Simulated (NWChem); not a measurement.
CH2Cl2 cation, doublet; SMILES of the neutral closed-shell parent ClCCl

```xyz
5

Cl     1.4800     0.0000     0.1977
C      0.0000     0.0000    -0.6611
Cl    -1.4800     0.0000     0.1977
H      0.0000     0.8675    -1.3771
H      0.0000    -0.8675    -1.3771
```
Atoms are numbered in this order, from 1.

Program: NWChem. Spin-unrestricted. In the optimisation the excess spin sits in b2 (C2v, its own frame). All runs use the structure optimised with PBE0/def2-SVP, spin-unrestricted. This spin state was assumed; another may lie lower. No stability test was run on the SCF state.

Problem. Estimate the computed values for UHF/3-21G. Quantities: highest occupied level (eV); lowest empty minus highest occupied level, either spin (eV); <S²>.

Solution. 
| Property | Result |
|---|---|
| highest occupied level (eV) | -17.12 |
| lowest empty minus highest occupied level, either spin (eV) | 6.24 |
| <S²> | 0.758 |
